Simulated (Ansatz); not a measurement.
The input, for Ansatz 0.2.0:

```yaml
crystal:
  periodic: [false, false, false]
  atoms:
    - {symbol: P, position_ang: [0.000000, 0.000000, 1.637183]}
    - {symbol: Ga, position_ang: [0.000000, 0.000000, -0.685019]}
    - {symbol: H, position_ang: [0.000000, -1.364953, -1.462469]}
    - {symbol: H, position_ang: [0.000000, 1.364953, -1.462469]}
basis:
  gaussian: {orbitals: cc-pVDZ}
magnetization: {spin_polarized: true, initial_magnetization: 4}
correlation: {method: bccd, electrons: outside_noble_gas}
accuracy: high
scf: {omitted_lower_state_checks: [cluster_reference]}
```

```sh
$ ansatz run in.yaml --threads 1 --pin off --events-out ev --progress --plain --max-ram 2393MiB
```

(1) Roughly how long does this take on 1 thread of AMD EPYC, shared host, and how much host memory?

```
these checks for a lower state are left out or cut short: cluster_reference
1151 factors; integrals over basis functions are off by at most 4.4e-9 eV
mean field evaluation 1: about -61631.4171 eV, gradient 8.8e0 eV
mean field evaluation 2: about -61631.4317 eV, gradient 8.9e0 eV
mean field evaluation 4: about -61632.4315 eV, gradient 1.1e0 eV
mean field evaluation 8: about -61632.4855 eV, gradient 1.4e-1 eV
mean field evaluation 16: about -61632.4863 eV, gradient 1.2e-8 eV
mean field -61632.48630961 eV, -2264.9520958787 hartree, gradient 1.2e-8 eV, S^2 6.008448; 2 other end points of the search recorded, 0 dependent functions left out
19 core orbitals not correlated: weight in the atoms' cores, before any rotation towards them, 0.993 or more for the frozen orbitals, at most 0.006 for the correlated occupied ones
reference -61632.48630961 eV, -2264.9520958787 hartree; 7, 3 occupied and 29, 33 virtual orbitals, 1151 factors
second order -3.61049242 eV of doubles, -0.00000000 eV of singles
cycle   1  -4.33881833 eV  change   -7.3e-1 eV  update   7.3e-2
cycle   2  -4.60089868 eV  change   -2.6e-1 eV  update   3.1e-2
cycle   3  -4.62705958 eV  change   -2.6e-2 eV  update   1.6e-2
cycle   4  -4.62518560 eV  change    1.9e-3 eV  update   8.7e-3
cycle   5  -4.62319784 eV  change    2.0e-3 eV  update   3.8e-3
cycle   6  -4.62201306 eV  change    1.2e-3 eV  update   9.9e-4
cycle   7  -4.62242531 eV  change   -4.1e-4 eV  update   3.6e-4
cycle   8  -4.62242893 eV  change   -3.6e-6 eV  update   1.5e-4
cycle   9  -4.62229712 eV  change    1.3e-4 eV  update   4.7e-5
cycle  10  -4.62232512 eV  change   -2.8e-5 eV  update   1.9e-5
cycle  11  -4.62232396 eV  change    1.2e-6 eV  update   8.9e-6
cycle  12  -4.62232477 eV  change   -8.1e-7 eV  update   3.9e-6
cycle  13  -4.62232158 eV  change    3.2e-6 eV  update   1.8e-6
cycle  14  -4.62232122 eV  change    3.6e-7 eV  update   7.6e-7
cycle  15  -4.62232173 eV  change   -5.1e-7 eV  update   2.8e-7
cycle  16  -4.62232173 eV  change   -9.1e-9 eV  update   9.3e-8
cycle  17  -4.62232169 eV  change    4.9e-8 eV  update   4.3e-8
cycle  18  -4.62232169 eV  change   -8.7e-9 eV  update   2.5e-8
cycle  19  -4.62232181 eV  change   -1.2e-7 eV  update   7.4e-8
cycle  20  -4.62232183 eV  change   -2.4e-8 eV  update   2.5e-8
cycle  21  -4.62232184 eV  change   -1.8e-9 eV  update   8.4e-9
cycle  22  -4.62232183 eV  change    1.2e-9 eV  update   3.9e-9
cycle  23  -4.62232183 eV  change  -2.7e-10 eV  update   1.7e-9
cycle  24  -4.62232184 eV  change  -4.6e-10 eV  update  7.1e-10
Total energy: -61637.10863145 eV, -2265.1219630730 hartree
Checks for a lower state left out: cluster_reference
```

Answers

(1) 12 s wall and 0.2 GiB.
